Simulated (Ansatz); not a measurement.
Geometry optimisation, RKS PBE-D4/def2-SVPD (Ansatz 0.2.0).

The input (input.yaml):

```yaml
crystal:
  periodic: [false, false, false]
  atoms:
    - { symbol: Al, position_ang: [-0.156644, 0.602833, -0.864094] }
    - { symbol: F, position_ang: [-0.543605, -1.073493, 1.681303] }
    - { symbol: H, position_ang: [-0.917087, -0.325521, -1.89501] }
    - { symbol: H, position_ang: [-0.611587, 2.009491, -0.299585] }
    - { symbol: H, position_ang: [0.371193, -1.138448, 1.632167] }
    - { symbol: Cl, position_ang: [1.857729, -0.074761, -0.254881] }
basis:
  gaussian: { orbitals: def2-SVPD }
hamiltonian:
  xc: pbe
  dispersion: d4
relax:
  f_tol: 0.03
  max_steps: 50
```

Launched with:

```bash
$ ansatz run input.yaml --threads 2 --pin off --max-ram 3072MiB --backend cpu --events-out ev --progress --plain --runs-dir out
```

Problem. Where does it end, and by what steps?

Solution. It converged. After 9 steps the energy has fallen by 0.365 eV; F2 moved furthest, 0.62 Å. Joined: Al1–F2.

```csv
step,energy less start (eV),largest force component (eV/Å),accepted
0,0.0000,1.272,yes
1,-0.1089,0.301,yes
2,-0.2242,0.399,yes
3,-0.3371,0.467,yes
4,-0.3511,0.301,yes
5,-0.3600,0.179,yes
6,-0.3618,0.128,yes
7,-0.3641,0.071,yes
8,-0.3642,0.085,yes
9,-0.3645,0.001,yes
```

```xyz
6
Properties=species:S:1:pos:R:3
Al -0.235 0.395 -0.538
F -0.549 -0.723 1.172
H -0.905 -0.471 -1.683
H -0.600 1.872 -0.095
H 0.426 -0.869 1.199
Cl 1.863 -0.204 -0.056
```

The run took 13 s on 2 threads of Arm Neoverse V2, with other jobs on the host, peak memory 0.16 GiB.
